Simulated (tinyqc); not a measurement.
Inside a calculation (part 1 of 2). Method: RHF in the sto-6g basis, for H2F+, spin multiplicity 1. Computed by tinyqc, a small Python program that keeps every step (integrals from PySCF). Settings: charge = 1, multiplicity = 1, basis = sto-6g, energy threshold = 1e-09, iteration cap = 57, orthogonalisation = canonical, start = core, DIIS depth = 0, damping = 0.2, method = RHF. Command: `OMP_NUM_THREADS=1 python tinyqc.py 22502 22503 out.jsonl` (the two numbers bound the seeds that draw the settings). One thread of a shared host (Intel(R) Xeon(R) Processor @ 2.60GHz), about 0.1 s of CPU time with the checks. Later iterations appear only in the table of the cycle.

## One-electron integrals

Geometry (angstrom):
```
atom         x          y         z
F     0.000000   0.000000  0.000000
H     0.000000   0.766000  0.520000
H     0.000000  -0.722000  0.491000
```

Basis sto-6g: exponents (1/bohr^2) and contraction coefficients of normalised primitives:
```
element  l (shell)     exponent  coefficient
F            s (1)  1728.626574     0.009164
F            s (1)   316.941790     0.049361
F            s (1)    88.668891     0.168538
F            s (1)    30.460157     0.370563
F            s (1)    11.828570     0.416492
F            s (1)     4.871659     0.130334
F            s (2)    67.032281    -0.013253
F            s (2)    13.267438    -0.046992
F            s (2)     4.123510    -0.033785
F            s (2)     1.586463     0.250242
F            s (2)     0.689002     0.595117
F            s (2)     0.315820     0.240706
F            p (3)    67.032281     0.003760
F            p (3)    13.267438     0.037679
F            p (3)     4.123510     0.173897
F            p (3)     1.586463     0.418036
F            p (3)     0.689002     0.425860
F            p (3)     0.315820     0.101708
H            s (1)    35.523221     0.009164
H            s (1)     6.513144     0.049361
H            s (1)     1.822143     0.168538
H            s (1)     0.625955     0.370563
H            s (1)     0.243077     0.416492
H            s (1)     0.100112     0.130334
```

Overlap, kinetic and nuclear-attraction integrals over the contracted functions; the nuclear repulsion is the sum of Za Zb / Rab.

nuclear repulsion = 10.95430402 hartree

overlap S:
```
           1F 1s     1F 2s    1F 2px     1F 2py    1F 2pz     2H 1s      3H 1s
1F 1s   1.000000  0.232479  0.000000   0.000000  0.000000  0.049623   0.056002
1F 2s   0.232479  1.000000  0.000000   0.000000  0.000000  0.445817   0.481536
1F 2px  0.000000  0.000000  1.000000   0.000000  0.000000  0.000000   0.000000
1F 2py  0.000000  0.000000  0.000000   1.000000  0.000000  0.285523  -0.300124
1F 2pz  0.000000  0.000000  0.000000   0.000000  1.000000  0.193828   0.204101
2H 1s   0.049623  0.445817  0.000000   0.285523  0.193828  1.000000   0.261195
3H 1s   0.056002  0.481536  0.000000  -0.300124  0.204101  0.261195   1.000000
```

kinetic energy T (hartree):
```
            1F 1s      1F 2s    1F 2px     1F 2py    1F 2pz      2H 1s      3H 1s
1F 1s   37.397730  -1.143349  0.000000   0.000000  0.000000  -0.001280   0.000990
1F 2s   -1.143349   1.082297  0.000000   0.000000  0.000000   0.122842   0.152589
1F 2px   0.000000   0.000000  3.251325   0.000000  0.000000   0.000000   0.000000
1F 2py   0.000000   0.000000  0.000000   3.251325  0.000000   0.218006  -0.254528
1F 2pz   0.000000   0.000000  0.000000   0.000000  3.251325   0.147994   0.173093
2H 1s   -0.001280   0.122842  0.000000   0.218006  0.147994   0.768522   0.010201
3H 1s    0.000990   0.152589  0.000000  -0.254528  0.173093   0.010201   0.768522
```

nuclear attraction V (hartree):
```
             1F 1s       1F 2s      1F 2px      1F 2py      1F 2pz      2H 1s      3H 1s
1F 1s   -79.000090   -8.139486    0.000000    0.001599   -0.018653  -1.992541  -2.251344
1F 2s    -8.139486  -12.642025    0.000000    0.015460   -0.209695  -4.370659  -4.797983
1F 2px    0.000000    0.000000  -12.559173    0.000000    0.000000   0.000000   0.000000
1F 2py    0.001599    0.015460    0.000000  -12.728151    0.007938  -2.453701   2.642432
1F 2pz   -0.018653   -0.209695    0.000000    0.007938  -12.637192  -1.733331  -1.865997
2H 1s    -1.992541   -4.370659    0.000000   -2.453701   -1.733331  -6.525035  -1.936242
3H 1s    -2.251344   -4.797983    0.000000    2.642432   -1.865997  -1.936242  -6.770669
```

core Hamiltonian H = T + V (hartree):
```
             1F 1s       1F 2s     1F 2px     1F 2py     1F 2pz      2H 1s      3H 1s
1F 1s   -41.602360   -9.282835   0.000000   0.001599  -0.018653  -1.993821  -2.250354
1F 2s    -9.282835  -11.559728   0.000000   0.015460  -0.209695  -4.247817  -4.645394
1F 2px    0.000000    0.000000  -9.307848   0.000000   0.000000   0.000000   0.000000
1F 2py    0.001599    0.015460   0.000000  -9.476825   0.007938  -2.235695   2.387904
1F 2pz   -0.018653   -0.209695   0.000000   0.007938  -9.385867  -1.585337  -1.692904
2H 1s    -1.993821   -4.247817   0.000000  -2.235695  -1.585337  -5.756513  -1.926041
3H 1s    -2.250354   -4.645394   0.000000   2.387904  -1.692904  -1.926041  -6.002146
```

## Two-electron integrals

Functions are numbered as in S; the eight-fold symmetry (ij|kl) = (ji|kl) = (kl|ij) leaves the list below.

Two-electron integrals (ij|kl) in chemists' order, unique and non-zero (hartree):
```
(11|11) 5.406240    (21|11) 0.768129    (21|21) 0.138909    (22|11) 1.266271
(22|21) 0.283987    (22|22) 0.926367    (31|31) 0.029452    (32|31) 0.044681
(32|32) 0.204753    (33|11) 1.266273    (33|21) 0.283987    (33|22) 0.926366
(33|33) 0.998085    (41|41) 0.029452    (42|41) 0.044681    (42|42) 0.204753
(43|43) 0.053789    (44|11) 1.266273    (44|21) 0.283987    (44|22) 0.926366
(44|33) 0.890506    (44|44) 0.998085    (51|51) 0.029452    (52|51) 0.044681
(52|52) 0.204753    (53|53) 0.053789    (54|54) 0.053789    (55|11) 1.266273
(55|21) 0.283987    (55|22) 0.926366    (55|33) 0.890506    (55|44) 0.890506
(55|55) 0.998085    (61|11) 0.175068    (61|21) 0.030333    (61|22) 0.060611
(61|33) 0.060506    (61|41) 0.001085    (61|42) 0.002115    (61|44) 0.060722
(61|51) 0.000737    (61|52) 0.001436    (61|54) 0.000147    (61|55) 0.060606
(61|61) 0.006735    (62|11) 0.417136    (62|21) 0.094833    (62|22) 0.341970
(62|33) 0.337263    (62|41) 0.005643    (62|42) 0.041409    (62|44) 0.346929
(62|51) 0.003831    (62|52) 0.028110    (62|54) 0.006562    (62|55) 0.341718
(62|61) 0.020683    (62|62) 0.152075    (63|31) 0.010861    (63|32) 0.061040
(63|43) 0.008761    (63|53) 0.005947    (63|63) 0.023072    (64|11) 0.224534
(64|21) 0.051796    (64|22) 0.199703    (64|33) 0.191018    (64|41) 0.013625
(64|42) 0.084419    (64|44) 0.214381    (64|51) 0.001876    (64|52) 0.015871
(64|54) 0.009913    (64|55) 0.193710    (64|61) 0.011827    (64|62) 0.108995
(64|64) 0.100836    (65|11) 0.152425    (65|21) 0.035162    (65|22) 0.135569
(65|33) 0.129673    (65|41) 0.001876    (65|42) 0.015871    (65|44) 0.133638
(65|51) 0.012135    (65|52) 0.071814    (65|54) 0.011453    (65|55) 0.143395
(65|61) 0.008029    (65|62) 0.073992    (65|64) 0.052790    (65|65) 0.058908
(66|11) 0.547257    (66|21) 0.126740    (66|22) 0.522918    (66|33) 0.504699
(66|41) 0.010199    (66|42) 0.102200    (66|44) 0.542113    (66|51) 0.006924
(66|52) 0.069379    (66|54) 0.025399    (66|55) 0.521941    (66|61) 0.027898
(66|62) 0.290148    (66|64) 0.241484    (66|65) 0.163932    (66|66) 0.774999
(71|11) 0.197753    (71|21) 0.034254    (71|22) 0.068415    (71|33) 0.068294
(71|41) -0.001222   (71|42) -0.002378   (71|44) 0.068542    (71|51) 0.000831
(71|52) 0.001617    (71|54) -0.000168   (71|55) 0.068409    (71|61) 0.007508
(71|62) 0.022667    (71|64) 0.011789    (71|65) 0.008792    (71|66) 0.030188
(71|71) 0.008589    (72|11) 0.458140    (72|21) 0.104089    (72|22) 0.373702
(72|33) 0.368652    (72|41) -0.006157   (72|42) -0.044559   (72|44) 0.379011
(72|51) 0.004187    (72|52) 0.030303    (72|54) -0.007045   (72|55) 0.373443
(72|61) 0.022044    (72|62) 0.137919    (72|64) 0.067560    (72|65) 0.064867
(72|66) 0.217496    (72|71) 0.025618    (72|72) 0.179414    (73|31) 0.012092
(73|32) 0.067359    (73|43) -0.009490   (73|53) 0.006454    (73|63) 0.020546
(73|73) 0.027657    (74|11) -0.240975   (74|21) -0.055568   (74|22) -0.213271
(74|33) -0.203898   (74|41) 0.015081    (74|42) 0.092220    (74|44) -0.229126
(74|51) -0.002032   (74|52) -0.016907   (74|54) 0.010702    (74|55) -0.206787
(74|61) -0.011182   (74|62) -0.065298   (74|64) -0.011517   (74|65) -0.030037
(74|66) -0.089455   (74|71) -0.014343   (74|72) -0.125647   (74|74) 0.115378
(75|11) 0.163877    (75|21) 0.037789    (75|22) 0.145036    (75|33) 0.138662
(75|41) -0.002032   (75|42) -0.016907   (75|44) 0.142910    (75|51) 0.013474
(75|52) 0.078857    (75|54) -0.012379   (75|55) 0.153535    (75|61) 0.008385
(75|62) 0.063922    (75|64) 0.030522    (75|65) 0.050278    (75|66) 0.112010
(75|71) 0.009754    (75|72) 0.085447    (75|74) -0.059655   (75|75) 0.068226
(76|11) 0.176576    (76|21) 0.040545    (76|22) 0.158295    (76|33) 0.155469
(76|41) 0.000052    (76|42) 0.000577    (76|44) 0.158439    (76|51) 0.002648
(76|52) 0.022986    (76|54) 0.000126    (76|55) 0.160978    (76|61) 0.008755
(76|62) 0.070236    (76|64) 0.043814    (76|65) 0.038857    (76|66) 0.140370
(76|71) 0.009874    (76|72) 0.075562    (76|74) -0.045371   (76|75) 0.041073
(76|76) 0.038789    (77|11) 0.574361    (77|21) 0.132907    (77|22) 0.544201
(77|33) 0.525131    (77|41) -0.010954   (77|42) -0.107043   (77|44) 0.564248
(77|51) 0.007449    (77|52) 0.072795    (77|54) -0.026602   (77|55) 0.543222
(77|61) 0.028042    (77|62) 0.206818    (77|64) 0.088185    (77|65) 0.108203
(77|66) 0.348252    (77|71) 0.033037    (77|72) 0.320737    (77|74) -0.260948
(77|75) 0.177459    (77|76) 0.140370    (77|77) 0.774999
```

## Orthogonalisation

S = U s U^T; canonical form X = U s^(-1/2), so that X^T S X = 1. Each column of U has its largest component positive (the first on a tie).

eigenvalues of S: 0.375567  0.441282  0.901988  1.000000  1.078595  1.303212  1.899357

X:
```
                1          2          3         4          5          6          7
1F 1s   -0.300441   0.106944   0.749824  0.000000  -0.614724   0.004308   0.156152
1F 2s    1.117539  -0.325959  -0.242402  0.000000  -0.267517   0.008487   0.431587
1F 2px   0.000000   0.000000   0.000000  1.000000   0.000000   0.000000   0.000000
1F 2py  -0.288301  -0.849430   0.002462  0.000000  -0.008921   0.706208  -0.013451
1F 2pz   0.429187  -0.128150   0.659388  0.000000   0.665583   0.008325   0.167811
2H 1s   -0.375186   1.016364  -0.166990  0.000000   0.133595   0.381817   0.367772
3H 1s   -0.956767  -0.614399  -0.158062  0.000000   0.129432  -0.350231   0.390187
```

## Starting guess

The start is the orbitals of the core Hamiltonian; D = 2 C_occ C_occ^T.

D at the start:
```
            1F 1s      1F 2s    1F 2px     1F 2py     1F 2pz      2H 1s      3H 1s
1F 1s    2.128267  -0.588570  0.000000   0.005437  -0.043000   0.077670   0.088457
1F 2s   -0.588570   2.686188  0.000000  -0.040749   0.270398  -0.341228  -0.393777
1F 2px   0.000000   0.000000  2.000000   0.000000   0.000000   0.000000   0.000000
1F 2py   0.005437  -0.040749  0.000000   2.355795  -0.015826  -0.364255   0.397859
1F 2pz  -0.043000   0.270398  0.000000  -0.015826   2.124483  -0.187131  -0.209008
2H 1s    0.077670  -0.341228  0.000000  -0.364255  -0.187131   0.112701   0.000902
3H 1s    0.088457  -0.393777  0.000000   0.397859  -0.209008   0.000902   0.136305
```

## Iteration 1: building the Fock matrix

J_ij = sum D_kl (ij|kl), K_ij = sum D_kl (ik|jl); F = H + J - 0.5 K; E = tr D H + tr D J / 2 - 0.25 tr D K + E_nn.

Coulomb J (hartree):
```
            1F 1s      1F 2s     1F 2px     1F 2py     1F 2pz     2H 1s      3H 1s
1F 1s   21.285074   3.860070   0.000000  -0.000493   0.004622  0.846920   0.956299
1F 2s    3.860070  10.052848   0.000000   0.000477  -0.002726  3.593948   3.931425
1F 2px   0.000000   0.000000  10.056773   0.000000   0.000000  0.000000   0.000000
1F 2py  -0.000493   0.000477   0.000000  10.049571   0.000780  2.053826  -2.193992
1F 2pz   0.004622  -0.002726   0.000000   0.000780  10.052194  1.391232   1.489248
2H 1s    0.846920   3.593948   0.000000   2.053826   1.391232  5.263591   1.622575
3H 1s    0.956299   3.931425   0.000000  -2.193992   1.489248  1.622575   5.484558
```

exchange K (hartree):
```
            1F 1s     1F 2s    1F 2px     1F 2py    1F 2pz     2H 1s      3H 1s
1F 1s   11.179783  1.814911  0.000000  -0.000177  0.001526  0.426487   0.480469
1F 2s    1.814911  3.235082  0.000000   0.000281  0.004047  1.016101   1.117610
1F 2px   0.000000  0.000000  2.693921   0.000000  0.000000  0.000000   0.000000
1F 2py  -0.000177  0.000281  0.000000   2.688160  0.001532  0.433414  -0.464247
1F 2pz   0.001526  0.004047  0.000000   0.001532  2.687943  0.292472   0.315335
2H 1s    0.426487  1.016101  0.000000   0.433414  0.292472  0.463010   0.321434
3H 1s    0.480469  1.117610  0.000000  -0.464247  0.315335  0.321434   0.548805
```

Fock matrix F (hartree):
```
             1F 1s      1F 2s     1F 2px     1F 2py     1F 2pz      2H 1s      3H 1s
1F 1s   -25.907178  -6.330221   0.000000   0.001194  -0.014794  -1.360144  -1.534289
1F 2s    -6.330221  -3.124421   0.000000   0.015797  -0.214444  -1.161920  -1.272774
1F 2px    0.000000   0.000000  -0.598035   0.000000   0.000000   0.000000   0.000000
1F 2py    0.001194   0.015797   0.000000  -0.771334   0.007952  -0.398576   0.426035
1F 2pz   -0.014794  -0.214444   0.000000   0.007952  -0.677644  -0.340341  -0.361324
2H 1s    -1.360144  -1.161920   0.000000  -0.398576  -0.340341  -0.724426  -0.464183
3H 1s    -1.534289  -1.272774   0.000000   0.426035  -0.361324  -0.464183  -0.791991
```

total energy of this density = -98.57997461 hartree

This density is the starting one.

## Iteration 1: diagonalisation and new density

Diagonalise F' = X^T F X, C = X C', fill 5 alpha and 5 beta electrons from the bottom; D = 2 C_occ C_occ^T; the new density keeps 0.2 of the old one (damping). Each column has its largest component positive (the first on a tie).

F' = X^T F X (hartree):
```
           1          2           3          4           5          6          7
1  -0.490191   0.297559    2.064690   0.000000   -1.742870   0.029581   0.200112
2   0.297559   0.101248   -0.852271   0.000000    0.748084   0.062659  -0.152403
3   2.064690  -0.852271  -12.090612   0.000000   11.304273  -0.096264  -5.007959
4   0.000000   0.000000    0.000000  -0.598035    0.000000   0.000000   0.000000
5  -1.742870   0.748084   11.304273   0.000000  -11.833670   0.099384   5.074112
6   0.029581   0.062659   -0.096264   0.000000    0.099384  -0.889814  -0.034434
7   0.200112  -0.152403   -5.007959   0.000000    5.074112  -0.034434  -3.700535
```

orbital energies (hartree): MO1 -25.911814, MO2 -1.726688, MO3 -0.893735, MO4 -0.668223, MO5 -0.598035, MO6 0.062645, MO7 0.234239

coefficients C:
```
              MO1        MO2        MO3        MO4       MO5        MO6        MO7
1F 1s    0.996373  -0.236368  -0.006002   0.079424  0.000000   0.103059   0.025119
1F 2s    0.016841   0.930476   0.032255  -0.408871  0.000000  -0.770838  -0.208159
1F 2px   0.000000   0.000000   0.000000   0.000000  1.000000   0.000000   0.000000
1F 2py  -0.000249  -0.015858   0.761247   0.011259  0.000000  -0.162560   0.835071
1F 2pz   0.002104   0.188008  -0.009916   0.876138  0.000000  -0.537207  -0.122426
2H 1s   -0.003364   0.067052   0.313037   0.186041  0.000000   0.939847  -0.692900
3H 1s   -0.003854   0.076951  -0.308693   0.173908  0.000000   0.611832   1.050582
```

D after iteration 1:
```
            1F 1s      1F 2s    1F 2px     1F 2py     1F 2pz      2H 1s      3H 1s
1F 1s    2.113610  -0.495031  0.000000   0.000808   0.035086   0.005448   0.007510
1F 2s   -0.495031   2.192093  0.000000   0.000156  -0.239640  -0.074063  -0.093999
1F 2px   0.000000   0.000000  2.000000   0.000000   0.000000   0.000000   0.000000
1F 2py   0.000808   0.000156  0.000000   1.398960  -0.004231   0.310078  -0.295234
1F 2pz   0.035086  -0.239640  0.000000  -0.004231   1.709805   0.238563   0.230018
2H 1s    0.005448  -0.074063  0.000000   0.310078   0.238563   0.241918  -0.094389
3H 1s    0.007510  -0.093999  0.000000  -0.295234   0.230018  -0.094389   0.237616
```

## Iteration 2: building the Fock matrix

As before.

Coulomb J (hartree):
```
            1F 1s      1F 2s    1F 2px     1F 2py     1F 2pz     2H 1s      3H 1s
1F 1s   20.433208   3.680256  0.000000  -0.000264  -0.003385  0.808171   0.912540
1F 2s    3.680256   9.646400  0.000000  -0.000759   0.015289  3.497350   3.823687
1F 2px   0.000000   0.000000  9.654932   0.000000   0.000000  0.000000   0.000000
1F 2py  -0.000264  -0.000759  0.000000   9.637916  -0.000706  2.017832  -2.154969
1F 2pz  -0.003385   0.015289  0.000000  -0.000706   9.646350  1.379164   1.475646
2H 1s    0.808171   3.497350  0.000000   2.017832   1.379164  5.297720   1.604087
3H 1s    0.912540   3.823687  0.000000  -2.154969   1.475646  1.604087   5.503365
```

exchange K (hartree):
```
            1F 1s      1F 2s    1F 2px     1F 2py     1F 2pz     2H 1s      3H 1s
1F 1s   11.119483   1.771506  0.000000  -0.000300   0.002460  0.416624   0.469087
1F 2s    1.771506   3.103568  0.000000  -0.002561  -0.044842  1.145974   1.248065
1F 2px   0.000000   0.000000  2.633952   0.000000   0.000000  0.000000   0.000000
1F 2py  -0.000300  -0.002561  0.000000   2.365090  -0.006935  0.630640  -0.657933
1F 2pz   0.002460  -0.044842  0.000000  -0.006935   2.505513  0.453013   0.474630
2H 1s    0.416624   1.145974  0.000000   0.630640   0.453013  0.914193   0.403709
3H 1s    0.469087   1.248065  0.000000  -0.657933   0.474630  0.403709   1.002961
```

Fock matrix F (hartree):
```
             1F 1s      1F 2s     1F 2px     1F 2py     1F 2pz      2H 1s      3H 1s
1F 1s   -26.728894  -6.488332   0.000000   0.001485  -0.023268  -1.393962  -1.572357
1F 2s    -6.488332  -3.465112   0.000000   0.015982  -0.171985  -1.323455  -1.445739
1F 2px    0.000000   0.000000  -0.969891   0.000000   0.000000   0.000000   0.000000
1F 2py    0.001485   0.015982   0.000000  -1.021454   0.010700  -0.533183   0.561902
1F 2pz   -0.023268  -0.171985   0.000000   0.010700  -0.992274  -0.432679  -0.454573
2H 1s    -1.393962  -1.323455   0.000000  -0.533183  -0.432679  -0.915889  -0.523808
3H 1s    -1.572357  -1.445739   0.000000   0.561902  -0.454573  -0.523808  -1.000262
```

total energy of this density = -99.49729301 hartree

This density is a damped mixture and is not idempotent.
